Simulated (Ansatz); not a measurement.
A made-up structure of SiHSO, doublet:

O1  (1.744, -2.350, 1.401)
Si2  (-0.150, 0.111, 0.004)
S3  (1.333, -1.335, 0.087)
H4  (0.381, 1.360, -0.591)
(Å)

It is relaxed with PBE-D4/def2-SVP and then PBE0-D4/def2-TZVP (Ansatz 0.2.0). Atoms count as bonded within 1.22 times the sum of their covalent radii (H–H: 0.88 Å). The end point is not checked to be a true minimum.

(1) Does its bonding change? (A judgement: the text doesn't fix the answer.)

## Answers

(1) The calculation gives: No: no bond forms or breaks.

Where it ends: The first stage lowers the energy by 0.96 eV in 11 steps. It ends as SiHSO ([O][S][SiH]):
```xyz
4
angstrom
O 1.4601 -2.2496 1.1259
Si -0.2155 0.0945 0.3083
S 1.6100 -1.0703 0.1847
H 0.4531 1.0106 -0.7175
```

Labels in which every atom is bracketed show which atoms are joined, not bond orders.

For scale, one of the runs: PBE0-D4/def2-TZVP relaxation, 111 basis functions, launched by `ansatz run in.yaml --threads 2 --pin off --events-out ev --progress --plain --max-ram 4352MiB`. Hardware: 2 CPU threads of an AMD EPYC 9R45, shared host. Wall time about 12 s.
